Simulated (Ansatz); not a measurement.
# SiH₃+ (triplet): from Hartree-Fock to the top rungs at scale of all distances = 1.324, cc-pVDZ

How much of the correlation energy of SiH₃+ (triplet) does each wave-function method recover here?

Method: cc-pVDZ, core rule «outside noble gas», up to 5 orbitals frozen; program: Ansatz 0.2.0, Gaussian basis.

To be run: UHF; CCSD(T) on ROHF; CCSD(T) on UHF; BCCD(T) on ROHF; CISD; CCSDT(Q) on ROHF; CCSDT(Q) on UHF; CASSCF and MRCISD+Q, 4 electrons in 4 orbitals; CASSCF and NEVPT2, 4 electrons in 4 orbitals; CASSCF and MRCISD+Q, 6 electrons in 7 orbitals; CASSCF and NEVPT2, 6 electrons in 7 orbitals; Full CI.

13 further runs of the same task are left out: 10 that didn't finish, 3 set aside as unsound or not needed.

### Step 1. What is computed

The geometry derives from a PBE0/def2-TZVP stationary point (not a proven minimum). All distances are scaled together.

4 atoms, charge 1, spin multiplicity 3.

Atoms are counted from 1 here; the program's logs count them from 0.

No contacts short enough for the rule that draws bonds.

### Step 2. UHF

The input, in.yaml:

```yaml
crystal:
  periodic: [false, false, false]
  atoms:
    - {symbol: Si, position_ang: [0.000000, 0.089569, -0.104214]}
    - {symbol: H, position_ang: [0.000000, -1.622558, -1.090239]}
    - {symbol: H, position_ang: [0.581661, -0.436605, 1.997045]}
    - {symbol: H, position_ang: [-0.581661, -0.436605, 1.997045]}
basis:
  gaussian: {orbitals: cc-pVDZ}
total_charge: 1
magnetization: {spin_polarized: true, initial_magnetization: 2}
hamiltonian: {xc: hf}
output: {orbitals: {seedname: orbitals}}
```

Command:

```console
$ ansatz run in.yaml --threads 1 --pin off --events-out ev --progress --plain --max-ram 2393MiB
```

After this run come: CCSD(T) on ROHF; CCSD(T) on UHF; BCCD(T) on ROHF; CISD; CCSDT(Q) on ROHF; CCSDT(Q) on UHF; CASSCF and MRCISD+Q, 4 electrons in 4 orbitals; CASSCF and NEVPT2, 4 electrons in 4 orbitals; CASSCF and MRCISD+Q, 6 electrons in 7 orbitals; CASSCF and NEVPT2, 6 electrons in 7 orbitals; Full CI.

Q: Predict the results of all the runs planned. Wanted: FCI below the RHF energy; RMP2 from FCI; UMP2 from FCI; RCCSD from FCI; RCCSD(T) from FCI; UCCSD(T) from FCI; RCCSDT(Q) from FCI; UCCSDT(Q) from FCI; MRCISD+Q pair from FCI.

As calculated:

```
                         quantity                                                                                               value
         FCI below the RHF energy                                                                                          -3.3290 eV
                    RMP2 from FCI                                                                                         +1001.7 meV
                    UMP2 from FCI                                                                                          +989.4 meV
                   RCCSD from FCI                                                                                           +99.1 meV
                RCCSD(T) from FCI                                                                                           +29.8 meV
                UCCSD(T) from FCI                                                                                           +30.4 meV
               RCCSDT(Q) from FCI                                                                                            +0.6 meV
               UCCSDT(Q) from FCI                                                                                            +0.4 meV
           MRCISD+Q pair from FCI                                                                                           -34.2 meV
          NEVPT2 valence from FCI                                                                                          +423.2 meV
        MRCISD+Q valence from FCI                                                                                           +22.1 meV
levels within 1 kcal/mol (43 meV)  RCCSD(T), UCCSD(T), BCCD(T), RCCSDT, UCCSDT, RCCSDT(Q), UCCSDT(Q), MRCISD+Q pair, MRCISD+Q valence
                    T1 diagnostic                                                                                               0.051
   effectively unpaired electrons                                                                                                2.08
```

**Reading.** RCCSD(T) misses by +29.8 meV, 0.9 % of the correlation energy. MRCISD+Q pair falls below full CI: the +Q correction isn't variational, and the cores differ from full CI's. The occupations are near whole numbers, but T1 = 0.051 shows that the orbitals relax strongly. Of the multireference levels listed MRCISD+Q valence comes nearest in total energy (+22.1 meV), which doesn't show that its space is the better one. These misses are within one basis, not against nature; the frozen cores of restricted and unrestricted runs differ, which can shift their rows.
